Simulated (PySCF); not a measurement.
## Electronic absorption of C3H7Cl

C3H7Cl.
InChI=1S/C3H7Cl/c1-3(2)4/h3H,1-2H3

Method used: PySCF, TDDFT CAM-B3LYP/aug-cc-pVTZ, vertical, gas phase, core orbitals frozen in the response. Isolated species at its PBE0-D3(BJ)/def2-TZVP geometry, gas phase.

Problem. What does the calculation give for the low-lying excited states?

Solution. 

```
state  E (eV)  λ (nm)  ν̃ (cm⁻¹)       f  symmetry     main configurations (H = HOMO, L = LUMO)
   S1    7.28   170.3      58700  0.0005         –        H→L+7 (43%), H→L+4 (16%), H→L+8 (13%)
   S2    7.30   169.8      58900  0.0000         –  H-1→L+7 (41%), H-1→L+4 (17%), H-1→L+8 (13%)
   S3    7.57   163.8      61060   0.031        A′          H→L (65%), H→L+7 (14%), H→L+3 (10%)
   S4    7.61   163.0      61340   0.048        A″    H-1→L (66%), H-1→L+7 (15%), H-1→L+3 (10%)
   S5    8.22   150.9      66270   0.044        A′                      H→L+1 (78%), H→L+3 (9%)
   S6    8.23   150.6      66390  0.0037        A″                                H-1→L+1 (80%)
   S7    8.35   148.4      67380  0.0003         –                                  H→L+2 (83%)
   S8    8.38   147.9      67630  0.0014         –                                H-1→L+2 (83%)
   S9    8.45   146.7      68170  0.0050        A″                   H-1→L+3 (55%), H-1→L (19%)
  S10    8.46   146.6      68190   0.020        A′                       H→L+3 (51%), H→L (20%)
```

Triplets (Tamm–Dancoff): T1 6.62 eV, H→L+7 (43%), H→L+4 (15%), H→L+8 (14%); T2 6.64 eV, H-1→L+7 (44%), H-1→L+4 (14%), H-1→L+8 (14%); T3 7.45 eV, H→L (66%), H→L+3 (11%), H→L+7 (8%); T4 7.51 eV, H-1→L (69%), H-1→L+3 (12%).

The lowest singlet comes at 170 nm (702 kJ/mol) in the vacuum ultraviolet; it is very weak; its leading configuration is HOMO→LUMO+7 (43%). The strongest level in the table is S4 at 7.61 eV (163 nm, f = 0.048). S9/S10 lie within about 0.01 eV of each other. Löwdin shares by element: HOMO (one of a set within 0.03 eV) chlorine 71%, carbon 18% or more; LUMO hydrogen 63% or more (atoms not listed hold the other 37%). Orbital energies (eV): HOMO-3 -11.76, HOMO-2 -11.46, HOMO-1 -9.74, HOMO -9.73, LUMO 0.21, LUMO+1 0.64, LUMO+2 0.65. Of the 10 states listed, 4 reach f = 0.01 and 2 stay under 0.0005. Weighted by f, the mean energy of these states is 7.93 eV. Symmetry labels in Cs follow from the direction of the transition dipole and are given only for states with f of 0.002 or more. Singlets were solved by full linear response, triplets in the Tamm–Dancoff approximation.
